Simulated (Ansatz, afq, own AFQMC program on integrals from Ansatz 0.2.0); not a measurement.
Where AFQMC and coupled cluster stand for MgSe⁻, quartet

```xyz
2

Se    0.0000    0.0000    0.0000
Mg    0.0000    0.0000    8.5320
```

Basis aug-cc-pVDZ. Only valence electrons are correlated. Ansatz 0.2.0 and our own AFQMC program on the same integrals; the CISD trial comes from CCSD amplitudes, and released means the phaseless constraint is let go. ± is one standard error of the sampling. No spin–orbit coupling.

Determinant: UHF, the one that the program's search chose, which needn't be the lowest solution. The geometry is a point of a scan.

No full CI on the walks' own integrals is used here; CCSDT(Q) serves as the reference and is uncertain by about the last step of the cluster series.

Cautions: no relativity below Rb; no spin-orbit coupling; inner d shell frozen; lower spins were not checked; the determinant is a saddle point among determinants of its kind.

* T1 diagnostic: 0.0267
* weight of the determinant in the CISD state: 0.861
* ⟨S²⟩ of the determinant: 3.768
* size of the correlated space: 9 electrons in 44 orbitals

| level | correlation energy (eV) |
| --- | --- |
| MP2 | -2.7661 |
| CCSD | -3.5605 |
| CCSD(T) | -3.6266 |

Task: Estimate where phaseless AFQMC with a CISD trial lies against CCSD(T) on the same integrals.

Result: 2.5 ± 0.9 kJ/mol below CCSD(T).

Reference: CCSDT(Q), correlation energy -3.652 eV. The released energy is read at 2.40 1/Eh (meV from the phaseless value at times in 1/Eh: -8 ± 13 at 0.24, -1 ± 9 at 0.51, 12 ± 8 at 0.99, 3 ± 10 at 1.62, -2 ± 12 at 2.40).

```tsv
level	E − E(reference) (kJ/mol)	share of correlation (%)
CCSD(T)	2.5	99.29
CCSDT	0.3	99.92
ph-AFQMC/HF	13.1 ± 4.2	96.28
ph-AFQMC/CISD	-0.1 ± 0.9	100.02
released AFQMC	-0.2 ± 1.1	100.06
```

A walk keeps the symmetry of its determinant, which the program's search chose and which needn't be the lowest solution, so a lower state of the same spin and another symmetry isn't excluded. Released energies are given only where the last usable release times agree within the noise; a slower fall can still hide under it.
